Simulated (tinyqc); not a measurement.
Inside a calculation. Method: geometry optimisation on the UHF/sto-3g surface (energies and gradients from PySCF), for CH, spin multiplicity 4. Computed by tinyqc, a small Python program that keeps every step (integrals from PySCF). Settings: charge = 0, multiplicity = 4, basis = sto-3g, optimiser = sd, first Hessian = 0.3, largest step = 0.1, iteration cap = 30. Command: `OMP_NUM_THREADS=1 python tinyqc.py 28586 28587 out.jsonl` (the two numbers bound the seeds that draw the settings). One thread of a shared host (Intel(R) Xeon(R) Processor @ 2.60GHz), about 2 s of CPU time with the checks.

## Step 1: energy and gradient

positions at the start (bohr):
```
          x        y        z
1C  0.00000  0.00000  0.00000
2H  0.00000  0.00000  2.30169
```

Self-consistent energy and analytic gradient at these positions.

energy = -37.7782368 hartree

gradient (hartree/bohr):
```
            x          y           z
1C  0.0000000  0.0000000  -0.0920911
2H  0.0000000  0.0000000   0.0920911
```

## Step 1: move

Steepest descent, p = -g / 0.3; steps longer than 0.1 bohr are cut back (factor 0.230 here).

positions after step 1 (bohr):
```
          x        y        z
1C  0.00000  0.00000  0.07071
2H  0.00000  0.00000  2.23098
```

## Step 2: energy and gradient

As before.

energy = -37.7885941 hartree

gradient (hartree/bohr):
```
            x          y           z
1C  0.0000000  0.0000000  -0.0516529
2H  0.0000000  0.0000000   0.0516529
```

## Step 2: move

Steepest descent, p = -g / 0.3; steps longer than 0.1 bohr are cut back (factor 0.411 here).

positions after step 2 (bohr):
```
          x        y        z
1C  0.00000  0.00000  0.14142
2H  0.00000  0.00000  2.16027
```

## Step 3: energy and gradient

As before.

energy = -37.7919381 hartree

gradient (hartree/bohr):
```
            x          y           z
1C  0.0000000  0.0000000   0.0081548
2H  0.0000000  0.0000000  -0.0081548
```

## Step 3: move

Steepest descent, p = -g / 0.3; steps longer than 0.1 bohr are cut back.

positions after step 3 (bohr):
```
          x        y        z
1C  0.00000  0.00000  0.11424
2H  0.00000  0.00000  2.18745
```

## Convergence

Stop when the largest gradient component is below 3e-5 hartree/bohr.

Course of the optimisation:
```
step  E (hartree)  largest gradient (hartree/bohr)
1     -37.7782368                         9.21e-02
2     -37.7885941                         5.17e-02
3     -37.7919381                         8.15e-03
4     -37.7916654                         1.76e-02
5     -37.7903679                         4.29e-02
6     -37.7911110                         2.79e-02
7     -37.7903679                         4.29e-02
8     -37.7911110                         2.79e-02
9     -37.7903679                         4.29e-02
10    -37.7911110                         2.79e-02
11    -37.7903679                         4.29e-02
12    -37.7911110                         2.79e-02
13    -37.7903679                         4.29e-02
14    -37.7911110                         2.79e-02
15    -37.7903679                         4.29e-02
16    -37.7911110                         2.79e-02
17    -37.7903679                         4.29e-02
18    -37.7911110                         2.79e-02
19    -37.7903679                         4.29e-02
20    -37.7911110                         2.79e-02
21    -37.7903679                         4.29e-02
22    -37.7911110                         2.79e-02
23    -37.7903679                         4.29e-02
24    -37.7911110                         2.79e-02
25    -37.7903679                         4.29e-02
26    -37.7911110                         2.79e-02
27    -37.7903679                         4.29e-02
28    -37.7911110                         2.79e-02
29    -37.7903679                         4.29e-02
30    -37.7911110                         2.79e-02
```

Distances after the last move, whose energy is not in the table (angstrom):
```
pair   distance
2H-1C   1.03513
```

Not converged within 30 steps: the energy rises at some steps, so steps overshoot. Reruns: method bfgs, first Hessian 0.6, largest step 0.3: converged in 5 (E = -37.79200).
